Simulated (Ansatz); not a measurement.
Species: H₂S, charge 0, singlet. H2S (sulfane, SMILES S).
B3LYP-D3(BJ)/def2-TZVP minimum from Ansatz (an electronic-structure program):
```xyz
3

S      0.0018     0.0003     0.1031
H     -0.0075     0.9678    -0.8277
H     -0.0219    -0.9726    -0.8218
```
Charge 0, spin multiplicity 1.

Total energies in cc-pV(Q+d)Z, 8 correlated electrons, 5 frozen orbitals. UHF or UKS for unpaired electrons; spin-orbit terms are left out. Cores are frozen in correlated methods. No relativity.

```json
[
 {"method": "HF", "program": "Ansatz", "energy (Eh)": "-398.71899", "minus CCSDT(Q) (mEh)": "239.39"},
 {"method": "MP2", "program": "Ansatz", "energy (Eh)": "-398.92574", "minus CCSDT(Q) (mEh)": "32.64"},
 {"method": "CCSD", "program": "Ansatz", "energy (Eh)": "-398.94785", "minus CCSDT(Q) (mEh)": "10.54"},
 {"method": "CCSD(T)", "program": "Ansatz", "energy (Eh)": "-398.95726", "minus CCSDT(Q) (mEh)": "1.12"},
 {"method": "CCSDT(Q)", "program": "Ansatz", "energy (Eh)": "-398.95839", "minus CCSDT(Q) (mEh)": "0.00"}
]
```

Rough core times of Ansatz's runs on a shared machine: CCSD(T) under 20 s, CCSDT(Q) 4 min.
